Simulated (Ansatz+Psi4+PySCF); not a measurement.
A calculation with Ansatz (development build ahead of 0.2.0).

```yaml
crystal:
  periodic: [false, false, false]
  atoms:
    - { symbol: "N", position_ang: [0.0, 0.0, 0.0] }
    - { symbol: O, position_ang: [0.0, 1.17825, 0.50014] }
    - { symbol: O, position_ang: [0.0, -1.03097, 0.43762] }
basis:
  gaussian: { orbitals: cc-pVTZ }
magnetization:
  spin_polarized: true
  initial_magnetization: 1
hamiltonian:
  xc: hf
correlation:
  method: ccsd_t
  frozen_orbitals: { "N": 1, O: 1 }
```

The input is written out in the form of the current development build from the run's settings.

Results

```json
{"Converged": "yes", "Reference energy": "-204.09957 hartree", "CCSD correlation energy": "-0.65158 hartree", "Triples correction": "-0.03539 hartree", "Total energy": "-204.78654 hartree", "Spin squared of the determinant": "0.789", "Stability test": "minimum", "T1 diagnostic": "0.029", "Largest doubles amplitude": "0.08", "Occupied orbitals by symmetry in an Abelian subgroup (alpha; beta)": "10 A' 2 A''; 9 A' 2 A''"}
```
